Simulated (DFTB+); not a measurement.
**CH2NO (SMILES C=N[O]): DFTB2**

We compute a geometry optimisation of CH2NO. 

The results are computed with DFTB+ 25.1.

3 further runs of the same task are left out: 3 set aside as unsound or not needed.

### 1 The system as given

CH2NO has 5 atoms, charge 0, and is taken as a doublet. SMILES: `C=N[O]`. The shape is that of a GFN2-xTB optimisation. The run starts from this shape.

Bond lengths: C1–N2 1.249 Å, N2–O3 1.213 Å, C1–H4 1.088 Å, C1–H5 1.076 Å. Angles: C1–N2–O3 141.9°, N2–C1–H4 123.2°, N2–C1–H5 118.4°, H4–C1–H5 118.4°.

### 2 A structure relaxation at DFTB2

File geo.gen:

```
5 C
C N O H
   1  1     -0.360350      0.293030     -0.157290
   2  2      0.651970     -0.149800      0.425370
   3  3      1.319840     -1.154690      0.548480
   4  4     -0.973290     -0.307680     -0.826120
   5  4     -0.638170      1.319140      0.009570
```

File dftb_in.hsd:

```
Geometry = GenFormat {
  <<< "geo.gen"
}
Driver = GeometryOptimisation {
  Optimiser = Rational {}
  MaxSteps = 300
  Convergence = {
    GradElem = 1e-05
  }
  AppendGeometries = Yes
}
Hamiltonian = DFTB {
  SCC = Yes
  SlaterKosterFiles = Type2FileNames {
    Prefix = "slakos/"
    Separator = ""
    Suffix = ".spl"
    LowerCaseTypeName = Yes
  }
  MaxAngularMomentum = {
    C = "p"
    N = "p"
    O = "p"
    H = "s"
  }
  SCCTolerance = 1e-09
  Filling = Fermi {
    Temperature [K] = 300
  }
  SpinPolarisation = Colinear {
    UnpairedElectrons = 1
  }
  SpinConstants = {
    ShellResolvedSpin = No
    C = -0.023
    N = -0.026
    O = -0.028
    H = -0.072
  }
}
Analysis = {
  PrintForces = Yes
}
Options = {
  WriteResultsTag = Yes
}
InputVersion = 25.1
```

Launch:

```console
$ dftb+ > output.log
```

**Question.** What will come out? Wanted: total energy at the end; dipole moment; HOMO energy; LUMO energy.

Computed results:

At DFTB2:

| quantity | value |
| --- | --- |
| total energy at the end | -8.07812 Eh |
| dipole moment | 1.52 D |
| HOMO energy (as the program lists it) | -5.00 eV |
| LUMO energy (as the program lists it) | -1.29 eV |

At the final geometry: Bond lengths: C1–N2 1.282 Å, N2–O3 1.228 Å, C1–H4 1.108 Å, C1–H5 1.098 Å. Angles: C1–N2–O3 135.6°, N2–C1–H4 121.4°, N2–C1–H5 119.4°, H4–C1–H5 119.2°. The dipole comes from point charges on the atoms alone, without atomic dipoles, so it is partial. The optimisation took 33 steps and changed the energy by -0.092 eV. Mulliken charges run from -0.23 on C1 to +0.23 on N2.
